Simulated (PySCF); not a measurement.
## Energy of C⁻ (carbon, charge -1) between two integer charges

The 2p alpha orbital of [He] 2s2 2p3 is emptied in steps (occupation f), with all orbitals relaxed, ending at [He] 2s2 2p2. All numbers are calculated (PySCF 2.14, the non-relativistic Hamiltonian (point nucleus), in def2-TZVPPD (6s3p3d1f, 37 functions)). The exact energy is a straight line in f; departures are measured from the line between the end points of the same method.

| f | UHF (eV) | LDA (eV) | PBE (eV) | PBE0 (eV) | r2SCAN (eV) | LC-wPBE (eV) | BHandHLYP (eV) | wB97X (eV) | TPSS (eV) | r2SCAN0 (eV) |
| --- | --- | --- | --- | --- | --- | --- | --- | --- | --- | --- |
| 1 | 0.000 | 0.000 | 0.000 | 0.000 | 0.000 | 0.000 | 0.000 | 0.000 | 0.000 | 0.000 |
| 0.75 | 0.261 | -0.820 | -0.795 | -0.532 | -0.711 | -0.014 | -0.276 | -0.067 | -0.754 | -0.473 |
| 0.5 | 0.323 | -1.110 | -1.071 | -0.714 | -0.945 | -0.019 | -0.373 | -0.089 | -1.015 | -0.626 |
| 0.25 | 0.226 | -0.845 | -0.810 | -0.537 | -0.707 | -0.014 | -0.283 | -0.062 | -0.768 | -0.467 |
| 0 | 0.000 | 0.000 | 0.000 | 0.000 | 0.000 | 0.000 | 0.000 | 0.000 | 0.000 | 0.000 |

Question: For r2SCAN, how does the orbital energy at f = 1 compare with the removal energy?

Answer: −ε = -2.584 eV against a total-energy difference of 1.217 eV. By Janak's theorem ε = ∂E/∂f, so the gap between them reflects the curvature. Along the path −ε is -0.670 (f = 0.75), 1.234 (f = 0.5), 3.098 (f = 0.25) eV.

```csv
method,E(f=0) − E(f=1) (eV),−ε at f=1 (eV),−ε at f=0.5 (eV)
UHF,0.309,1.814,0.217
LDA,1.460,-2.847,1.394
PBE,1.204,-2.981,1.161
PBE0,1.133,-1.684,1.119
r2SCAN,1.217,-2.584,1.234
LC-wPBE,1.242,1.178,1.242
BHandHLYP,0.799,-0.647,0.778
wB97X,1.019,0.669,1.032
TPSS,1.132,-2.843,1.094
r2SCAN0,1.145,-1.393,1.163
```

At f = 1 the orbital energy is positive for LDA, PBE, PBE0, r2SCAN, BHandHLYP, TPSS, r2SCAN0: only the finite basis holds the electron.

Reference removal energy between the ground levels: 1.262 eV (measured; photodetachment measurements, as compiled on the Wikipedia data page of electron affinities). The calculation has no spin-orbit coupling. UHF lacks correlation.
